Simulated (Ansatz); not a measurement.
Reaction (formal exchange of groups at a C–C bond): `C=CC(C)=N` + `OC(F)F` → `C=CC(O)(F)F` + `CC=N`

Isolated molecules relaxed with PBE0-D4/def2-TZVP in Ansatz; ΔE leaves out vibrations. CCSD(T)/CBS adds triple-zeta CCSD(T) − MP2 to the extrapolated MP2 energy (def2 sets, frozen cores). DFT in def2-TZVPP. B3LYP here is the variant with VWN-RPA as its local correlation; programs differ in this. Each species was taken in one conformer, which may not be the lowest.

`C=CC(C)=N`:

```xyz
12

C    -0.915   -1.006    1.443
C     0.071   -0.333    0.862
C    -0.073    0.430   -0.400
C     1.138    0.465   -1.278
N    -1.126    1.039   -0.765
H    -0.759   -1.556    2.362
H    -1.909   -1.044    1.008
H     1.068   -0.362    1.296
H     1.976    0.932   -0.751
H     0.925    1.027   -2.186
H     1.455   -0.549   -1.540
H    -1.851    0.957   -0.051
```

`OC(F)F`:

Z-matrix (Å, degrees):
```
C
F 1 1.355
F 1 1.355 2 105.7
O 1 1.346 2 111.4 3 -121.2
H 1 1.091 2 109.4 3 117.7
H 4 0.966 1 108.8 2 58.9
```

`C=CC(O)(F)F`:

Cartesian coordinates in Å:
```
C 1.227 -0.598 -0.827
C -0.061 -0.319 -0.762
C -0.714 0.320 0.418
O 0.154 0.582 1.416
F -1.346 1.469 0.028
F -1.729 -0.477 0.871
H 1.894 -0.370 -0.004
H 1.652 -1.063 -1.708
H -0.746 -0.539 -1.573
H -0.332 0.994 2.140
```

`CC=N`:

Cartesian coordinates in Å:
```
C -0.467 -0.149 0.658
C 0.321 -0.288 -0.603
N 0.954 0.611 -1.226
H -0.066 -0.813 1.430
H -0.452 0.877 1.030
H -1.505 -0.452 0.491
H 0.348 -1.295 -1.033
H 0.867 1.509 -0.746
```

(1) Is it downhill or uphill in electronic energy at CCSD(T)/CBS, and by how much? (Best estimate.)

(2) What do these levels give: r2SCAN-D4, PBE0-D4, ωB97M-V, B3LYP, SCS-MP2/def2-TZVPP, HF/def2-QZVPP? (Estimate.)

Largest T1 diagnostic among the species: 0.012.

Answers

(1) The calculation gave: Uphill: ΔE = +10.7 kJ/mol.

(2) The calculation gave: r2SCAN-D4 11.1, PBE0-D4 13.5, ωB97M-V 7.2, B3LYP 10.5, SCS-MP2/def2-TZVPP 14.7, HF/def2-QZVPP 7.8 kJ/mol.

In def2-TZVPP, CCSD(T) changes the Hartree–Fock value by +4.0 kJ/mol (the triples alone add +1.6 kJ/mol) and MP2 by +9.6 kJ/mol.
